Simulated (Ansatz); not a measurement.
Reaction: C2H7N (N-methylmethanamine, SMILES CNC) + H+ → C2H8N+ (SMILES C[NH2+]C)
Each species at its own B3LYP-D3(BJ)/def2-TZVP minimum (Ansatz, a program for electronic structure).

Total energies in hartree (Ansatz). Open shells are spin-unrestricted; no spin-orbit coupling. Cores are frozen in correlated methods. No relativity.

| species | HF/cc-pVTZ | CCSD(T)/cc-pVTZ | HF/cc-pVQZ | CCSD(T)/cc-pVQZ | CCSD(T)/cc-pVDZ | CCSDT(Q)/cc-pVDZ |
|---|---|---|---|---|---|---|
| 1: C2H7N (N-methylmethanamine, SMILES N(C)C) | -134.29244 | -134.92647 | -134.30218 | -134.96886 | -134.77584 | -134.77739 |
| 2: C2H8N+ (SMILES C[NH2+]C) | -134.66917 | -135.29773 | -134.67816 | -135.33788 | -135.15119 | -135.15270 |

Question: Work out the proton affinity (electronic), positive where energy is released in kJ/mol: take Hartree-Fock from cc-pVQZ, extrapolate the CCSD(T) correlation energy as X^-3 (X = 3, 4), and add CCSDT(Q) - CCSD(T) in cc-pVDZ. 1 hartree = 2625.5 kJ/mol.

Answer: 
Species 1: correlation (64·(-0.66668) - 27·(-0.63403))/37 = -0.69051; step -0.00155; E1 = -134.30218 + (-0.69051) + (-0.00155) = -134.99424
H+ has no electrons: E = 0
Species 2: correlation (64·(-0.65972) - 27·(-0.62856))/37 = -0.68246; step -0.00151; E2 = -134.67816 + (-0.68246) + (-0.00151) = -135.36213
+1·E1 -1·E2 = 0.36789 hartree = 965.9 kJ/mol.
